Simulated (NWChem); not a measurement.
# Total energies of tetrafluoromethane (CF₄)

```xyz
5

F      1.0742     0.0000    -0.7596
C      0.0000     0.0000     0.0000
F     -1.0742     0.0000    -0.7596
F      0.0000    -1.0742     0.7596
F      0.0000     1.0742     0.7596
```
Charge 0, spin multiplicity 1.

Program: NWChem. The geometry was optimised at PBE0/def2-SVP, a minimum by its harmonic frequencies.

Basis set: 3-21G (45 functions).

```
method       total energy (Ha)
-----------  -----------------
RHF                 -433.29589
MP2                 -433.84875
B2PLYP              -434.69754
PBE                 -434.67957
B3LYP               -435.09667
LDA (SVWN5)         -432.27646
CCSD(T)             -433.86037
```

Total energies of different functionals aren't comparable as a measure of quality: only differences taken within one method are. 

The correlated methods keep 5 core orbitals frozen. B3LYP has NWChem's definition, with VWN1-RPA local correlation. Coupled-cluster values serve here as a point of comparison, not as the truth.
